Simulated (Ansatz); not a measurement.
Solid CO2 (dry ice), treated with r²SCAN in Ansatz (plane waves, PAW).

Settings: plane-wave cutoff 600 eV, 4×4×4 k mesh, scalar-relativistic PAW data made under PBE.

Cell (relaxed at this level):

```yaml
crystal:
  lattice:
    - [5.58035, 0.00000, 0.00000]
    - [0.00000, 5.58035, 0.00000]
    - [0.00000, 0.00000, 5.58035]
  atoms:
    - { symbol: C, position: [0.00000, 0.50000, 0.50000] }
    - { symbol: C, position: [0.50000, 0.00000, 0.50000] }
    - { symbol: C, position: [0.00000, 0.00000, 0.00000] }
    - { symbol: C, position: [0.50000, 0.50000, 0.00000] }
    - { symbol: O, position: [0.87998, 0.62002, 0.37998] }
    - { symbol: O, position: [0.37998, 0.87998, 0.62002] }
    - { symbol: O, position: [0.87998, 0.87998, 0.87998] }
    - { symbol: O, position: [0.12002, 0.12002, 0.12002] }
    - { symbol: O, position: [0.62002, 0.37998, 0.87998] }
    - { symbol: O, position: [0.62002, 0.12002, 0.37998] }
    - { symbol: O, position: [0.37998, 0.62002, 0.12002] }
    - { symbol: O, position: [0.12002, 0.37998, 0.62002] }
```

Problem. Give the computed elastic constant C12, Poisson ratio, Young modulus, polycrystal shear modulus (Hill average), elastic constant C11 and elastic constant C44.

Solution. 
* **elastic constant C12**: 6.06 GPa
* **Poisson ratio**: 0.286
* **Young modulus**: 10.5 GPa
* **polycrystal shear modulus (Hill average)**: 4.08 GPa
* **elastic constant C11**: 12.4 GPa
* **elastic constant C44**: 4.81 GPa

Note: the cell comes from a level without a dispersion term, which matters for the spacing of layers, chains or molecules.

Elastic constants are with the ions relaxed.

The computed numbers hold no vibrational or temperature effects.

Ansatz is a program for electronic structure.
